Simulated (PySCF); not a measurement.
Question: What does the PBE0-D3(BJ)/def2-SVP structure of `FC=C1CC1` look like in three dimensions?

Answer: 
```
atom  x, y, z in Å
F1     2.356    1.032   -0.014
C2     1.613   -0.051   -0.246
C3     0.309   -0.070   -0.065
C4    -0.940   -0.828   -0.124
C5    -0.912    0.623    0.337
H6     2.203   -0.902   -0.600
H7    -1.122   -1.605    0.627
H8    -1.373   -1.044   -1.107
H9    -1.326    1.385   -0.333
H10   -1.065    0.830    1.402
```

Any rigid rotation of these coordinates is as good. Atoms count from 1 in this order. The 5 heavy atoms lie in one plane (0.001 Å rms). The 3-membered ring C3–C4–C5 has internal angles of 58.5° to 62.8°. The C–C distances run from 1.317 Å (C2=C3, drawn double) to 1.523 Å (C4–C5, drawn single), a spread of 0.206 Å.

Bonds between heavy atoms (Å): F1–C2 1.334, C2=C3 1.317, C3–C4 1.462, C4–C5 1.523, C3–C5 1.460.

Level of theory: PBE0-D3(BJ)/def2-SVP geometry optimisation, gas phase (PySCF).

Point group: Cs (tolerance 0.08 Å). Stationary, but not proved a minimum.
